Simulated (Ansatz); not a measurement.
**AlCl3: one molecule under many settings**

How do the results and run time of AlCl3 respond when the settings are drawn wide?

Computed with Ansatz 0.2.0, Gaussian basis. Level: the settings change from run to run.

### Step 1. The geometry

The structure was relaxed beforehand with PBE-D4 in a triple-zeta def2 set.

4 atoms, charge 0, spin multiplicity 1.

Atoms are counted from 1 here; the program's logs count them from 0.

Bond lengths: Al1–Cl2 2.084 Å, Al1–Cl3 2.084 Å, Al1–Cl4 2.084 Å. Angles: Cl2–Al1–Cl3 120.0°, Cl2–Al1–Cl4 120.0°, Cl3–Al1–Cl4 120.0°.

Coordinates:

```xyz
4
AlCl3
Al   -0.00002   -0.00001    0.00001
Cl    2.08425   -0.02771    0.01316
Cl   -1.01804    1.81890   -0.01733
Cl   -1.06620   -1.79119    0.00416
```

### Step 2. r2SCAN50/6-31G

Contents of in.yaml:

```yaml
crystal:
  periodic: [false, false, false]
  atoms:
    - {symbol: Al, position_ang: [-0.000016, -0.000010, 0.000006]}
    - {symbol: Cl, position_ang: [2.084253, -0.027714, 0.013160]}
    - {symbol: Cl, position_ang: [-1.018042, 1.818900, -0.017330]}
    - {symbol: Cl, position_ang: [-1.066195, -1.791186, 0.004164]}
basis:
  gaussian: {orbitals: 6-31G}
hamiltonian: {xc: {name: r2SCAN50}}
scf: {omitted_lower_state_checks: [starts]}
```

Command:

```sh
ansatz run in.yaml --threads 4 --pin off --events-out ev --progress --plain --max-ram 3916MiB
```

The program printed:

```text
Functional definition: r2SCAN50
  name "r2SCAN50"
  cite "Bursch, Neugebauer, Ehlert & Grimme, J. Chem. Phys. 156, 134105 (2022) doi:10.1063/5.0086040"
  cite "Furness, Kaplan, Ning, Perdew & Sun, J. Phys. Chem. Lett. 11, 8208 (2020) doi:10.1021/acs.jpclett.0c02405"
  cite "Furness, Kaplan, Ning, Perdew & Sun, J. Phys. Chem. Lett. 11, 9248 (2020) doi:10.1021/acs.jpclett.0c03077"
  parent r2scan
  parameter a = 0.5
  parameter k0 = 0.174
  parameter k1 = 0.065
  parameter a1 = 4.9479
  exchange = (1 - a)*r2scan_x(k0 = k0, k1 = k1, a1 = a1) + a*exact_x
  correlation = r2scan_c
these checks for a lower state are left out or cut short: starts
558 factors; integrals over basis functions are off by at most 5.7e-5 eV
mean field evaluation 1: about -44161.0055 eV, gradient 1.9e1 eV
mean field evaluation 2: about -44161.8100 eV, gradient 1.3e1 eV
mean field evaluation 4: about -44162.3918 eV, gradient 7.7e-2 eV
mean field evaluation 8: about -44162.3879 eV, gradient 9.4e-4 eV
mean field -44162.38789735 eV, -1622.9378208860 hartree, gradient 4.6e-6 eV, S^2 0.000000; 0 other end points of the search recorded, 0 dependent functions left out
reference -44162.38790419 eV, -1622.9378211373 hartree; 32, 32 occupied and 20, 20 virtual orbitals, 558 factors
Total energy: -44162.38790419 eV, -1622.9378211373 hartree
Checks for a lower state left out: starts
```

It took 0.95 s on 4 threads of Arm Neoverse V2, shared host.

### Step 3. B97/6-31++G**

Options: density fitting with def2-universal-jkfit.

in.yaml, as its differences from that of step 2:

```diff
@@ -8,4 +8,4 @@
 basis:
-  gaussian: {orbitals: 6-31G}
-hamiltonian: {xc: {name: r2SCAN50}}
+  gaussian: {orbitals: "6-31++G**", fitting: {mean_field: def2-universal-jkfit}}
+hamiltonian: {xc: {name: B97}}
 scf: {omitted_lower_state_checks: [starts]}
```

The command is unchanged.

The program printed, cut to the lines that bear on the results:

```text
Functional definition: B97
  name "B97"
  cite "Becke, J. Chem. Phys. 107, 8554 (1997) doi:10.1063/1.475007"
[...]
      + integral(e_c_pw_opposite_spin*poly(b97_u_opposite, cos0, cos1, cos2))
[...]
512 factors; integrals over basis functions are off by at most 8.2e-2 eV
[...]
mean field -44163.04418673 eV, -1622.9619390757 hartree, gradient 4.5e-5 eV, S^2 0.000000; 0 other end points of the search recorded, 0 dependent functions left out
reference -44163.04422925 eV, -1622.9619406384 hartree; 32, 32 occupied and 60, 60 virtual orbitals, 512 factors
Total energy: -44163.04422925 eV, -1622.9619406384 hartree
Checks for a lower state left out: starts
```

Run time: 1.2 s. Hardware: 4 threads of Arm Neoverse V2, shared host.

### Step 4. SPW92/def2-SVPD

This run has a point charge of -1.00 e beside it.

in.yaml, as its differences from that of step 3:

```diff
@@ -8,4 +8,4 @@
 basis:
-  gaussian: {orbitals: "6-31++G**", fitting: {mean_field: def2-universal-jkfit}}
-hamiltonian: {xc: {name: B97}}
+  gaussian: {orbitals: def2-SVPD, point_charges: [{charge: -1.00, position_ang: [6.830, 0.409, -0.513]}]}
+hamiltonian: {xc: {name: SPW92}}
 scf: {omitted_lower_state_checks: [starts]}
```

Launched as before.

The program printed:

```text
Functional definition: SPW92
  name "SPW92"
  cite "Dirac, Proc. Camb. Phil. Soc. 26, 376 (1930) doi:10.1017/S0305004100016108"
  cite "Slater, Phys. Rev. 81, 385 (1951) doi:10.1103/PhysRev.81.385"
  cite "Perdew & Wang, Phys. Rev. B 45, 13244 (1992) doi:10.1103/PhysRevB.45.13244"
  exchange = slater_x
  correlation = pw_c
these checks for a lower state are left out or cut short: starts
1057 factors; their error is unknown
mean field evaluation 1: about -44005.9449 eV, gradient 2.3e1 eV
mean field evaluation 2: about -44004.8602 eV, gradient 3.1e1 eV
mean field evaluation 4: about -44007.2973 eV, gradient 1.0e0 eV
mean field evaluation 8: about -44007.2491 eV, gradient 1.5e-2 eV
mean field -44007.24912954 eV, -1617.2365763256 hartree, gradient 4.1e-5 eV, S^2 0.000000; 0 other end points of the search recorded, 0 dependent functions left out
reference -44007.24917377 eV, -1617.2365779512 hartree; 32, 32 occupied and 73, 73 virtual orbitals, 1057 factors
Total energy: -44007.24917377 eV, -1617.2365779512 hartree
Checks for a lower state left out: starts
```

Run time: 0.4 s. Hardware: 4 threads of Arm Neoverse V2, shared host.

### Step 5. SPW92/6-31++G**

Set apart from the defaults: density fitting with cc-pVTZ-jkfit, high accuracy.

in.yaml, as its differences from that of step 4:

```diff
@@ -8,4 +8,4 @@
 basis:
-  gaussian: {orbitals: def2-SVPD, point_charges: [{charge: -1.00, position_ang: [6.830, 0.409, -0.513]}]}
+  gaussian: {orbitals: "6-31++G**", fitting: {mean_field: cc-pVTZ-jkfit}}
 hamiltonian: {xc: {name: SPW92}}
-scf: {omitted_lower_state_checks: [starts]}
+accuracy: high
```

The command is unchanged.

The program printed:

```text
Functional definition: SPW92
  name "SPW92"
  cite "Dirac, Proc. Camb. Phil. Soc. 26, 376 (1930) doi:10.1017/S0305004100016108"
  cite "Slater, Phys. Rev. 81, 385 (1951) doi:10.1103/PhysRev.81.385"
  cite "Perdew & Wang, Phys. Rev. B 45, 13244 (1992) doi:10.1103/PhysRevB.45.13244"
  exchange = slater_x
  correlation = pw_c
484 factors; integrals over basis functions are off by at most 1.9e-1 eV
mean field evaluation 1: about -44017.4047 eV, gradient 2.2e1 eV
mean field evaluation 2: about -44016.4081 eV, gradient 3.0e1 eV
mean field evaluation 4: about -44018.8305 eV, gradient 1.1e0 eV
mean field evaluation 8: about -44018.8332 eV, gradient 6.0e-4 eV
mean field evaluation 16: about -44018.8332 eV, gradient 4.1e-9 eV
mean field -44018.83324526 eV, -1617.6622847266 hartree, gradient 4.1e-9 eV, S^2 0.000000; 0 other end points of the search recorded, 0 dependent functions left out
reference -44018.83324979 eV, -1617.6622848930 hartree; 32, 32 occupied and 60, 60 virtual orbitals, 484 factors
Total energy: -44018.83324979 eV, -1617.6622848930 hartree
```

It took 0.65 s on 4 threads of Arm Neoverse V2, shared host.

### Step 6. The runs in one table

```csv
level,charge,multiplicity,geometry,functions,energy (eV),time
r2SCAN50/6-31G,0,1,relaxed,52,-44162.388,0.95 s
B97/6-31++G**,0,1,relaxed,92,-44163.044,1.2 s
SPW92/def2-SVPD,0,1,"relaxed, point charge",105,-44007.249,0.4 s
SPW92/6-31++G**,0,1,relaxed,92,-44018.833,0.65 s
```

### Step 7. Results

```
                                         quantity                   value
                                             runs                       4
                                         quickest  SPW92/def2-SVPD, 0.4 s
                                          slowest    B97/6-31++G**, 1.2 s
spread of total energies, same state and geometry                144.2 eV
```

**Reading.** B97/6-31++G** took 3 times as long as SPW92/def2-SVPD. The jobs differ in tasks and options as well as level. The totals spread over 144 eV; they can't be compared across methods or bases.
